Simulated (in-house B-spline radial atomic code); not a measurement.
# Functionals against ionisation energies along an isoelectronic series: Li to F⁶⁺

Ionisation energies as differences of self-consistent total energies from a B-spline radial code for spherical atoms: all electrons, radial basis limit, scalar-relativistic (one-electron X2C), spin-polarised at highest spin, spherical densities; exact exchange is averaged over the determinants of each configuration. No spin-orbit coupling, Breit or QED terms. NIST's values run from ground level to ground level, so in open shells the differences also hold multiplet and fine-structure energies that spherical high-spin averages miss. Columns give computed minus NIST, in eV; a star marks a semi-empirical value. Species are left out where the tabulated value is theory, is uncertain by more than 0.12 eV, or (13 ions, such as In⁴⁺, Te⁴⁺ and Bi⁴⁺) lies off its series for all methods alike, which flatters the means a little.

```json
{"species": "Li", "shell": "2s", "NIST (eV)": "5.39", "LDA VWN5": "+0.08", "PBE": "+0.20", "PBEsol": "+0.08", "PBE0": "+0.18", "wB97X": "-0.07", "LC-wPBE": "+0.19"}
{"species": "Be⁺", "shell": "2s", "NIST (eV)": "18.21", "LDA VWN5": "+0.05", "PBE": "+0.29", "PBEsol": "+0.08", "PBE0": "+0.25", "wB97X": "-0.27", "LC-wPBE": "+0.33"}
{"species": "B²⁺", "shell": "2s", "NIST (eV)": "37.93", "LDA VWN5": "-0.02", "PBE": "+0.37", "PBEsol": "+0.06", "PBE0": "+0.31", "wB97X": "-0.50", "LC-wPBE": "+0.45"}
{"species": "C³⁺", "shell": "2s", "NIST (eV)": "64.49", "LDA VWN5": "-0.10", "PBE": "+0.46", "PBEsol": "+0.05", "PBE0": "+0.38", "wB97X": "-0.74", "LC-wPBE": "+0.56"}
{"species": "N⁴⁺", "shell": "2s", "NIST (eV)": "97.89", "LDA VWN5": "-0.20", "PBE": "+0.54", "PBEsol": "+0.03", "PBE0": "+0.44", "wB97X": "-0.97", "LC-wPBE": "+0.65"}
{"species": "O⁵⁺", "shell": "2s", "NIST (eV)": "138.12*", "LDA VWN5": "?", "PBE": "?", "PBEsol": "?", "PBE0": "?", "wB97X": "?", "LC-wPBE": "?"}
{"species": "F⁶⁺", "shell": "2s", "NIST (eV)": "185.19", "LDA VWN5": "-0.40", "PBE": "+0.71", "PBEsol": "-0.01", "PBE0": "+0.57", "wB97X": "-1.39", "LC-wPBE": "+0.81"}
```

(1) What are the differences for O⁵⁺ ([He] 2s1)?

(2) How do the methods rank, and which species is hardest?

## Answers

(1) LDA VWN5 -0.30; PBE +0.62; PBEsol +0.01; PBE0 +0.50; wB97X -1.19; LC-wPBE +0.73 eV.

(2) Mean absolute (signed) differences: PBEsol 0.05 (+0.04) eV; LDA VWN5 0.16 (-0.13) eV; PBE0 0.37 (+0.37) eV; PBE 0.45 (+0.45) eV; LC-wPBE 0.53 (+0.53) eV; wB97X 0.73 (-0.73) eV. For Li, which loses a 2s electron, the nearest method is off by -0.07 eV, the largest such miss.
